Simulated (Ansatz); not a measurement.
# H3Si: the cost of one run

Computed with Ansatz 0.2.0, Gaussian basis. Level: PBE0-D4/def2-SVP.

## 1. The system as given

SMILES `[SiH3+]`, 4 atoms, charge 1, spin multiplicity 1.

Atoms are counted from 1 here; the program's logs count them from 0.

Bond lengths: Si1–H2 1.465 Å, Si1–H3 1.465 Å, Si1–H4 1.465 Å. Angles: H2–Si1–H3 120.0°, H2–Si1–H4 120.0°, H3–Si1–H4 120.0°.

Geometry (Å):

```
Si    0.00831   -0.00063   -0.00475
H     0.68079    0.67248    1.10921
H    -0.12064   -1.45991   -0.00836
H    -0.56846    0.78806   -1.09610
```

## 2. Dynamics

md/in.yaml reads:

```yaml
crystal:
  periodic: [false, false, false]
  atoms:
    - {symbol: Si, position_ang: [0.008310, -0.000630, -0.004750]}
    - {symbol: H, position_ang: [0.680790, 0.672480, 1.109210]}
    - {symbol: H, position_ang: [-0.120640, -1.459910, -0.008360]}
    - {symbol: H, position_ang: [-0.568460, 0.788060, -1.096100]}
basis:
  gaussian: {orbitals: def2-SVP}
total_charge: 1
hamiltonian: {xc: pbe0, dispersion: d4}
md: {n_steps: 30, timestep: 0.5, temperature: 1500, ensemble: nvt_langevin, seed: 338, friction: 0.05, initial_velocities: maxwell_boltzmann}
```

Run with:

```
> ansatz run in.yaml --threads 2 --pin off --events-out ev --progress --plain --max-ram 3481MiB
```

**Question.** How long does this run take on 2 threads of Arm Neoverse V1, shared host?

About 7 s.
